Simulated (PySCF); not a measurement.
# Si2NH7 ((H3Si)2NH) at 3 levels

We compute a comparison of 3 runs (HF/ANO-RCC-MB, HF/ANO-RCC-VDZ, HF/ANO-RCC-VDZP) of Si2NH7 ((H3Si)2NH). 

The calculation is run with PySCF 2.14.0.

## Step 1: The system as given

The species is Si2NH7 (10 atoms), meant as a singlet with charge 0. The coordinates come from a GFN2-xTB relaxation.

Bond lengths: Si1–N5 1.732 Å, N5–Si6 1.732 Å, Si1–H2 1.464 Å, Si1–H3 1.461 Å, Si1–H4 1.469 Å, Si6–H7 1.464 Å, Si6–H8 1.461 Å, Si6–H9 1.468 Å, N5–H10 1.008 Å. Some angles: Si1–N5–Si6 128.8°, Si1–N5–H10 114.5°, Si6–N5–H10 114.5°, H2–Si1–N5 105.7°, H3–Si1–N5 107.1°, H4–Si1–N5 111.9°, N5–Si6–H7 105.6°, N5–Si6–H8 107.1°, N5–Si6–H9 111.9°, H2–Si1–H3 112.4°.

## Step 2: The polarisability at HF/ANO-RCC-MB (sfX2C) (run 1)

Input file job.py:

```python
import numpy
from pyscf import gto, scf
from pyscf.prop.polarizability import rhf

molecule = gto.Mole()
molecule.atom = '''
Si    -0.976629     1.875175     2.075430
H      0.593525     3.450564     3.719170
H     -2.453186     3.370062     0.285273
H     -2.676117     0.302866     3.605730
N      1.114674     0.066594     0.324390
Si     0.510623    -1.826307    -2.276156
H      2.990775    -2.520800    -3.285308
H     -0.962041    -0.314998    -4.056618
H     -0.910243    -4.108643    -1.588523
H      2.768600    -0.294495     1.196650
'''
molecule.max_memory = 1860
molecule.basis = 'ano-rcc-mb'
molecule.verbose = 4
molecule.unit = 'bohr'
molecule.build()

hf = scf.RHF(molecule)
hf = hf.x2c()
hf.conv_tol = 1e-10
hf.kernel()
if not hf.converged:
    hf = hf.newton().run(hf.mo_coeff, hf.mo_occ)

energy = hf.e_tot
print(f'total energy: {energy:.8f} hartree')
pol = rhf.Polarizability(hf)
alpha = pol.polarizability()
print('isotropic polarizability %.4f bohr^3' % (numpy.trace(alpha) / 3))
alpha_w = pol.polarizability_with_freq(freq=0.0774)
beta = pol.hyper_polarizability()
```

Run with:

```sh
OMP_NUM_THREADS=1 python job.py
```

Standard output:

```text
PySCF version 2.14.0

[INPUT] num. atoms = 10
[INPUT] num. electrons = 42
[INPUT] charge = 0
[INPUT] spin (= nelec alpha-beta = 2S) = 0
[INPUT] symmetry False subgroup None
[INPUT] Mole.unit = bohr
[INPUT] Symbol           X                Y                Z      unit          X                Y                Z       unit  Magmom
[INPUT]  1 Si    -0.516809810324   0.992299876487   1.098270258860 AA   -0.976629000000   1.875175000000   2.075430000000 Bohr   0.0
[INPUT]  2 H      0.314079904111   1.825959833621   1.968100007537 AA    0.593525000000   3.450564000000   3.719170000000 Bohr   0.0
[INPUT]  3 H     -1.298170125348   1.783360009787   0.150959970491 AA   -2.453186000000   3.370062000000   0.285273000000 Bohr   0.0
[INPUT]  4 H     -1.416140130156   0.160269785162   1.908070144731 AA   -2.676117000000   0.302866000000   3.605730000000 Bohr   0.0
[INPUT]  5 N      0.589860078405   0.035240027184   0.171659795450 AA    1.114674000000   0.066594000000   0.324390000000 Bohr   0.0
[INPUT]  6 Si     0.270210054972  -0.966440044544  -1.204489883699 AA    0.510623000000  -1.826307000000  -2.276156000000 Bohr   0.0
[INPUT]  7 H      1.582649972989  -1.333949913287  -1.738510124453 AA    2.990775000000  -2.520800000000  -3.285308000000 Bohr   0.0
[INPUT]  8 H     -0.509090173171  -0.166689763085  -2.146669799008 AA   -0.962041000000  -0.314998000000  -4.056618000000 Bohr   0.0
[INPUT]  9 H     -0.481679851999  -2.174200243406  -0.840610170622 AA   -0.910243000000  -4.108643000000  -1.588523000000 Bohr   0.0
[INPUT] 10 H      1.465080026153  -0.155840042730   0.633239909447 AA    2.768600000000  -0.294495000000   1.196650000000 Bohr   0.0

nuclear repulsion = 157.303947785277
number of shells = 13
number of NR pGTOs = 203
number of NR cGTOs = 30
basis = ano-rcc-mb
ecp = {}

******** <class 'pyscf.x2c.sfx2c1e.sfX2C1eRHF'> ********
method = sfX2C1eRHF
initial guess = minao
damping factor = 0
level_shift factor = 0
DIIS = <class 'pyscf.scf.diis.CDIIS'>
diis_start_cycle = 1
diis_space = 8
diis_damp = 0
SCF conv_tol = 1e-10
SCF conv_tol_grad = None
SCF max_cycles = 50
direct_scf = True
direct_scf_tol = 1e-13

******** <class 'pyscf.x2c.sfx2c1e.SpinFreeX2CHelper'> ********
approx = 1e
xuncontract = 1
Set gradient conv threshold to 1e-05
Initial guess from minao.
init E= -637.578159714992
  HOMO = -0.252199156244898  LUMO = 0.166458805743598  gap/eV = 11.39226
cycle= 1 E= -637.356678419885  delta_E= 0.221  |g|= 0.28  |ddm|= 3.65
  HOMO = -0.328047686828903  LUMO = 0.263132431116151  gap/eV = 16.08683
cycle= 2 E= -637.378379118936  delta_E= -0.0217  |g|= 0.141  |ddm|= 0.599
  HOMO = -0.400448532900318  LUMO = 0.231069366821526  gap/eV = 17.18448
cycle= 3 E= -637.384657500542  delta_E= -0.00628  |g|= 0.0203  |ddm|= 0.237
  HOMO = -0.400825393530973  LUMO = 0.233914958711601  gap/eV = 17.27216
cycle= 4 E= -637.384934594654  delta_E= -0.000277  |g|= 0.00284  |ddm|= 0.0622
  HOMO = -0.40169675402873  LUMO = 0.233561209389727  gap/eV = 17.28625
cycle= 5 E= -637.384942701547  delta_E= -8.11e-06  |g|= 0.000559  |ddm|= 0.0123
  HOMO = -0.401819726204451  LUMO = 0.233590922242396  gap/eV = 17.29040
cycle= 6 E= -637.384943040845  delta_E= -3.39e-07  |g|= 9.96e-05  |ddm|= 0.0027
  HOMO = -0.401812957211661  LUMO = 0.233587318294433  gap/eV = 17.29012
cycle= 7 E= -637.384943053174  delta_E= -1.23e-08  |g|= 1.95e-05  |ddm|= 0.000527
  HOMO = -0.401812652674955  LUMO = 0.233588100857523  gap/eV = 17.29014
cycle= 8 E= -637.384943053611  delta_E= -4.37e-10  |g|= 3.15e-06  |ddm|= 0.000107
  HOMO = -0.401812433612047  LUMO = 0.233588073114257  gap/eV = 17.29013
cycle= 9 E= -637.384943053617  delta_E= -6.71e-12  |g|= 5.46e-07  |ddm|= 1.17e-05
  HOMO = -0.401812492233582  LUMO = 0.233588103754499  gap/eV = 17.29013
Extra cycle  E= -637.384943053618  delta_E= -4.55e-13  |g|= 2.24e-07  |ddm|= 1.33e-06
converged SCF energy = -637.384943053618
total energy: -637.38494305 hartree
Isotropic polarizability 31.9475952584
Polarizability anisotropy 2.52338405722
isotropic polarizability 31.9476 bohr^3
```

Wall time 2.4 s (1 thread of Intel Xeon 6975P-C (Granite Rapids), shared host); peak memory 0.14 GiB.

## Step 3: The polarisability at HF/ANO-RCC-VDZ (sfX2C) (run 2)

Input file start.xyz:

```xyz
10
H7NSi2
Si    -0.516810     0.992300     1.098270
H      0.314080     1.825960     1.968100
H     -1.298170     1.783360     0.150960
H     -1.416140     0.160270     1.908070
N      0.589860     0.035240     0.171660
Si     0.270210    -0.966440    -1.204490
H      1.582650    -1.333950    -1.738510
H     -0.509090    -0.166690    -2.146670
H     -0.481680    -2.174200    -0.840610
H      1.465080    -0.155840     0.633240
```

Input file run.py:

```python
# (H3Si)2NH
import numpy
from pyscf import gto, scf
from pyscf.prop.polarizability import rhf

mol = gto.Mole()
mol.atom = 'start.xyz'
mol.max_memory = 1860
mol.verbose = 3
mol.basis = 'ano-rcc-vdz'
mol.build()

mf = scf.RHF(mol)
mf = mf.sfx2c1e()
mf.conv_tol = 1e-10
mf.kernel()
if not mf.converged:
    mf = mf.newton().run(mf.mo_coeff, mf.mo_occ)

e_tot = mf.e_tot
print('E = %.10f Eh' % e_tot)
pol = rhf.Polarizability(mf)
alpha = pol.polarizability()
print('isotropic polarizability %.4f bohr^3' % (numpy.trace(alpha) / 3))
alpha_w = pol.polarizability_with_freq(freq=0.0774)
beta = pol.hyper_polarizability()
```

Run with:

```sh
OMP_NUM_THREADS=1 python run.py
```

Standard output:

```text
converged SCF energy = -637.563724190279
E = -637.5637241903 Eh
isotropic polarizability 48.0722 bohr^3
```

Run time: 4.5 s. Hardware: 1 thread of Intel Xeon 6975P-C (Granite Rapids), shared host; peak memory 0.15 GiB.

## Step 4: The polarisability at HF/ANO-RCC-VDZP (sfX2C) (run 3)

Input file input.py:

```python
import numpy
from pyscf import gto
from pyscf.prop.polarizability import rhf

molecule = gto.Mole()
molecule.atom = '''
Si  -0.516810   0.992300   1.098270
H    0.314080   1.825960   1.968100
H   -1.298170   1.783360   0.150960
H   -1.416140   0.160270   1.908070
N    0.589860   0.035240   0.171660
Si   0.270210  -0.966440  -1.204490
H    1.582650  -1.333950  -1.738510
H   -0.509090  -0.166690  -2.146670
H   -0.481680  -2.174200  -0.840610
H    1.465080  -0.155840   0.633240
'''
molecule.verbose = 3
molecule.charge = 0
molecule.max_memory = 1860
molecule.basis = 'ano-rcc-vdzp'
molecule.build()

mf = molecule.RHF()
mf = mf.x2c()
mf.conv_tol = 1e-10
mf.kernel()
if not mf.converged:
    mf = mf.newton().run(mf.mo_coeff, mf.mo_occ)

e_tot = mf.e_tot
print(f'total energy: {e_tot:.8f} hartree')
pol = rhf.Polarizability(mf)
alpha = pol.polarizability()
print('isotropic polarizability %.4f bohr^3' % (numpy.trace(alpha) / 3))
alpha_w = pol.polarizability_with_freq(freq=0.0774)
beta = pol.hyper_polarizability()
```

Run with:

```sh
OMP_NUM_THREADS=1 python input.py
```

Standard output:

```text
converged SCF energy = -637.704175935117
total energy: -637.70417594 hartree
isotropic polarizability 51.1745 bohr^3
```

Wall time 27 s (1 thread of Intel Xeon 6975P-C (Granite Rapids), shared host); peak memory 0.24 GiB.

## Step 5: Overview of the runs

```csv
run,level,energy (Eh),dipole moment (D),HOMO energy (eV),LUMO energy (eV),wall time
1,HF/ANO-RCC-MB (sfX2C),-637.384943,0.80,-10.93,6.36,2.4 s
2,HF/ANO-RCC-VDZ (sfX2C),-637.563724,0.62,-10.39,2.22,4.5 s
3,HF/ANO-RCC-VDZP (sfX2C),-637.704176,0.73,-10.65,2.26,27 s
```

## Step 6: What came out

| quantity | value |
| --- | --- |
| run 3: total energy | -637.70418 Eh |
| run 3: dipole moment | 0.73 D |
| run 3: HOMO energy | -10.65 eV |
| run 3: LUMO energy | 2.26 eV |
| run 3: HOMO–LUMO gap | 12.91 eV |
| run 3: mean static polarisability | 51.2 bohr³ |
| run 3: mean polarisability at ω = 0.0774 Eh | 52.5 bohr³ |

What this shows: The dipole moment (its size) runs from 0.62 D (HF/ANO-RCC-VDZ) to 0.80 D (HF/ANO-RCC-MB). The HOMO–LUMO gap runs from 12.61 eV (HF/ANO-RCC-VDZ) to 17.29 eV (HF/ANO-RCC-MB). In run 1 the basis is minimal, so the values are rough. All runs together took 34 s, the longest 27 s.
